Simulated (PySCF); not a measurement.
Silicon: a sound run and one with changed settings

Sound run: Si [Ne] 3s2 3p2, Si⁺ [Ne] 3s2 3p1. All numbers are calculated (PySCF 2.14, scalar relativity by spin-free X2C-1e, in cc-pVTZ-DK (5s4p2d1f, 34 functions)). In the sound run the correlated levels freeze [Ne]. The sound run starts from symmetry-adapted Hartree-Fock orbitals and uses a fine grid where one is needed.

Changed run: the non-relativistic Hamiltonian (point nucleus). This setting is unsound on purpose.

| species | method | sound run (hartree) | changed run (hartree) | converged |
| --- | --- | --- | --- | --- |
| Si | UHF | -289.45898 | -288.71882 | yes |
| Si | BP86 | -290.01143 | -289.27198 | yes |
| Si | LDA | -288.81004 | -288.07112 | yes |
| Si | MP2 | -289.51503 | -288.77488 | yes |
| Si | CCSD(T) | -289.53558 | -288.79549 | yes |
| Si⁺ | UHF | -289.17859 | -288.43794 | yes |
| Si⁺ | BP86 | -289.70843 | -288.96844 | yes |
| Si⁺ | LDA | -288.50784 | -287.76837 | yes |
| Si⁺ | MP2 | -289.21989 | -288.47924 | yes |
| Si⁺ | CCSD(T) | -289.23803 | -288.49747 | yes |

Ionisation energy of Si:

```
 method  sound run (eV)  changed run (eV)
    UHF           7.630             7.643
   BP86           8.245             8.260
    LDA           8.223             8.238
    MP2           8.031             8.045
SCS-MP2           7.946             7.959
   CCSD           8.060             8.072
CCSD(T)           8.097             8.110
```

Most of the change in total energy is the relativistic energy itself. On top of that the contraction fixes the core shape for the Hamiltonian it was made with, so the changed run is not a good calculation with the other Hamiltonian either.

For comparison, NIST gives 8.152 eV between the lowest levels.
